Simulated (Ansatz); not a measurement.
A made-up structure of Al₂NH₄, doublet:

N1  (-0.005, -0.087, -0.765)
Al2  (-1.745, 0.047, -1.071)
Al3  (1.655, -0.028, 1.149)
H4  (-2.803, 0.274, -0.005)
H5  (-2.399, -0.048, -2.440)
H6  (2.498, 1.308, 1.354)
H7  (2.223, -1.421, 1.675)
(Å)

It is relaxed with PBE-D4/def2-SVP and then PBE0-D4/def2-TZVP (Ansatz 0.2.0). Atoms count as bonded within 1.22 times the sum of their covalent radii (H–H: 0.88 Å). The end point is not checked to be a true minimum.

(1) Does its bonding change? (Judge from chemistry; the calculation decides.)

Answers

(1) The calculation gives: Yes. Formed: N1–Al3; broken: none.

Where it ends: The first stage lowers the energy by 2.73 eV in 13 steps. It ends as Al₂NH₄ ([AlH2][N][AlH2]):
```json
{"atom": "N1", "x (Å)": "-0.0802", "y (Å)": "0.0158", "z (Å)": "-0.0185"}
{"atom": "Al2", "x (Å)": "-1.6459", "y (Å)": "0.0105", "z (Å)": "-0.8564"}
{"atom": "Al3", "x (Å)": "1.4821", "y (Å)": "0.0047", "z (Å)": "0.8255"}
{"atom": "H4", "x (Å)": "-2.8156", "y (Å)": "-0.8446", "z (Å)": "-0.2182"}
{"atom": "H5", "x (Å)": "-1.7741", "y (Å)": "0.8600", "z (Å)": "-2.1860"}
{"atom": "H6", "x (Å)": "2.6662", "y (Å)": "0.8467", "z (Å)": "0.1971"}
{"atom": "H7", "x (Å)": "1.5909", "y (Å)": "-0.8489", "z (Å)": "2.1544"}
```

Labels in which every atom is bracketed show which atoms are joined, not bond orders.

For scale, one of the runs: PBE0-D4/def2-TZVP relaxation, 129 basis functions, launched by `ansatz run in.yaml --threads 2 --pin off --events-out ev --progress --plain --max-ram 4352MiB`. The run took about 19 s on 2 CPU threads of an Intel Xeon Platinum 8259CL (shared host).
